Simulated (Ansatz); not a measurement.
System: litharge SnO. Method: PBE0 in Ansatz (PAW).

Total energies, extrapolated to zero smearing (they compare only within this program, potentials and cutoff; free atoms with spin allowed, lowest state found):

```tsv
system	energy (eV/atom)
litharge SnO, relaxed	-3297.4083
free Sn atom	-6024.4494
free O atom	-562.0541
```

Q: Work out the cohesive energy per atom.

A: E_coh = [1 × (-6024.4494) + 1 × (-562.0541)]/2 − (-3297.4083) = 4.16 eV/atom. The reference value is 4.29 eV/atom (derived here from tabulated measurements, 0 K, copied from a table, unchecked, atomisation enthalpy taken to 0 K with CODATA's H(298.15)-H(0) of solid and atoms; inputs from Wang et al. (2021), doi:10.1038/s41598-021-94550-5), not set against a level without spin–orbit coupling.

Spin–orbit coupling, which matters for such heavy atoms, is left out.

The PAW data were made under PBE.

Note: the cell comes from a level without a dispersion term, which matters for the spacing of layers, chains or molecules.

Ansatz is a program for electronic structure.
